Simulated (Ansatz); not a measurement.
A CCSD(T) single point on C5H6 (`C=C1C=C1C`).

```yaml
crystal:
  periodic: [false, false, false]
  atoms:
    - {symbol: C, position_ang: [-1.519058, 0.832051, 1.243629]}
    - {symbol: C, position_ang: [-0.599051, 0.009423, 0.756060]}
    - {symbol: C, position_ang: [0.170544, -1.195463, 0.772499]}
    - {symbol: C, position_ang: [0.397121, -0.348037, -0.209739]}
    - {symbol: C, position_ang: [1.120628, 0.021048, -1.429909]}
    - {symbol: H, position_ang: [-2.069002, 0.584037, 2.142197]}
    - {symbol: H, position_ang: [-1.739869, 1.770509, 0.751654]}
    - {symbol: H, position_ang: [0.407441, -2.135749, 1.244654]}
    - {symbol: H, position_ang: [1.634571, 0.975083, -1.282918]}
    - {symbol: H, position_ang: [1.849095, -0.737784, -1.717064]}
    - {symbol: H, position_ang: [0.412780, 0.167783, -2.250563]}
basis:
  gaussian: {orbitals: def2-SVP}
correlation: {method: ccsd_t}
```

```sh
$ ansatz run in.yaml --threads 4 --pin off --events-out ev --progress --plain
```

Output of Ansatz, abridged:

```
Functional definition: HF
1038 factors; integrals over basis functions are off by at most 1.3e-3 eV
mean field evaluation 1: about -5237.4385 eV, gradient 3.0e1 eV
mean field evaluation 2: about -5237.4477 eV, gradient 3.0e1 eV
mean field evaluation 4: about -5240.2879 eV, gradient 3.4e0 eV
mean field evaluation 8: about -5240.3302 eV, gradient 3.0e-4 eV
mean field -5240.33022859 eV, -192.5785838772 hartree, gradient 2.2e-6 eV, S^2 0.000000; 0 other end points of the search recorded, 0 dependent functions left out
5 core orbitals not correlated: weight in the atoms' cores, before any rotation towards them, 1.000 or more for the frozen orbitals, at most 0.000 for the correlated occupied ones
reference -5240.33022859 eV, -192.5785838772 hartree; 13, 13 occupied and 82, 82 virtual orbitals, 1038 factors
second order -17.84945475 eV of doubles, -0.00000000 eV of singles
cycle   1  -18.42681548 eV  change   -5.8e-1 eV  update   9.5e-2
cycle   2  -18.93896807 eV  change   -5.1e-1 eV  update   3.0e-2
cycle   3  -19.04336375 eV  change   -1.0e-1 eV  update   1.4e-2
cycle   4  -19.04332397 eV  change    4.0e-5 eV  update   4.5e-3
cycle   5  -19.04484733 eV  change   -1.5e-3 eV  update   1.7e-3
cycle   6  -19.04455540 eV  change    2.9e-4 eV  update   5.0e-4
cycle   7  -19.04441992 eV  change    1.4e-4 eV  update   1.7e-4
cycle   8  -19.04443932 eV  change   -1.9e-5 eV  update   4.9e-5
cycle   9  -19.04442847 eV  change    1.1e-5 eV  update   1.6e-5
perturbative correction -0.75150469 eV, -0.0276172878 hartree
Total energy: -5260.12616174 eV, -193.3060710025 hartree
```

Run time 3.9 s (4 threads of a server CPU on a shared host); peak host memory 0.45 GiB.

The correlation energy is -19.796 eV, 3.8 % of it from (T); the T1 diagnostic reads 0.0117.
